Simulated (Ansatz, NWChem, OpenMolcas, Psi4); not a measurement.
# Computed against measured: dipole moment

6 molecules holding an element from Na to Cl; the dipole moment in D, computed less measured. Shapes, held fixed at every level: PBE0-D4/def2-TZVP. No vibrational averaging. Dipoles are compared by magnitude; molecules under 1 D, whose direction can flip, are left out. Programs: Ansatz 0.2.0, NWChem 7.3.0, OpenMolcas 26.06, Psi4 1.11. A level may come from different programs for different species; with the same settings they agree closely. Measured values: NIST CCCBDB.

Levels: A = PBE-D4/def2-TZVPP; B = B3LYP/6-31G* (Cartesian functions); C = PBE0/def2-SVP; D = wB97M-V/def2-TZVPP.

| molecule | measured | A | B | C | D |
| --- | --- | --- | --- | --- | --- |
| HCl (hydrogen chloride) | 1.08 | +0.09 | +0.38 | +0.29 | +0.11 |
| HBS (hydrogen boron sulfide) | 1.30 | -0.10 | +0.24 | +0.06 | +0.13 |
| CH2Cl2 (dichloromethane) | 1.60 | -0.04 | +0.21 | +0.09 | +0.03 |
| CH3Cl (SMILES CCl) | 1.87 | -0.05 | +0.14 | +0.01 | +0.01 |
| SiH3Cl (chlorosilane) | 1.31 | -0.15 | +0.37 | +0.06 | -0.07 |
| C3H5Cl (SMILES C/C=C/Cl) | 1.97 | -0.16 | 0.00 | -0.16 | -0.09 |

**Question.** Which level does best on this set, which worst, and which err to one side?

**Answer.** 
```json
{"level": "PBE-D4/def2-TZVPP", "kind": "GGA", "mean error": "-0.068", "mean absolute error": "0.098", "worst case": "C3H5Cl"}
{"level": "B3LYP/6-31G* (Cartesian functions)", "kind": "global hybrid", "mean error": "+0.223", "mean absolute error": "0.223", "worst case": "HCl"}
{"level": "PBE0/def2-SVP", "kind": "global hybrid", "mean error": "+0.058", "mean absolute error": "0.112", "worst case": "HCl"}
{"level": "wB97M-V/def2-TZVPP", "kind": "range-separated hybrid", "mean error": "+0.020", "mean absolute error": "0.073", "worst case": "HBS"}
```

On this set wB97M-V/def2-TZVPP has the smallest mean absolute error and B3LYP/6-31G* (Cartesian functions) the largest. PBE-D4/def2-TZVPP is too low in 5 of 6; B3LYP/6-31G* (Cartesian functions) is too high in 5 of 6; PBE0/def2-SVP is too high in 5 of 6. The levels differ in basis as well as in method. The tabulated value of HCl is in doubt (older tables, estimates, or at odds with other calculations) and kept here. Over the 5 molecules whose values aren't doubted the mean absolute errors are A 0.100; B 0.192; C 0.076; D 0.066. The set is small.
